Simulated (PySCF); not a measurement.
PySCF input (B3PW91/6-31G* (5d)):

```python
from pyscf import gto, dft

mol = gto.M(
    atom='''
    C    -0.01039700    0.04948473    0.04581695
    C     0.04562202    0.74152005    1.29268063
    C    -0.01671205   -0.74121037    1.32473380
    C     0.71188699    0.03234486   -1.25579947
    C    -0.80282912    0.06363022   -1.21668527
    H     0.72740551    1.45715498    1.72579549
    H    -0.95012484   -1.21444087    1.61781362
    H     0.87066798   -1.30201312    1.60781105
    H     1.18804037   -0.89298083   -1.55656501
    H     1.23209161    0.93132286   -1.56122286
    H    -1.33361655   -0.83962603   -1.48896764
    H    -1.29988894    0.98596608   -1.48914431
    ''',
    basis='6-31g*',
    charge=0,
    spin=1,
    verbose=4,
)

mf = dft.UKS(mol, xc='b3pw91')
mf.grids.level = 3
mf.conv_tol = 1e-9
mf.max_cycle = 100
mf.max_memory = 1500
mf.kernel()
if not mf.converged:
    mf = mf.newton()
    mf.kernel(mf.make_rdm1())
mo, _, stable, _ = mf.stability(return_status=True)
if not stable:
    mf.kernel(mf.make_rdm1(mo, mf.mo_occ))
    stable = mf.stability(return_status=True)[2]
mf.dip_moment()
```

Task: Predict the final energy.

Result: -194.52466 Eh.
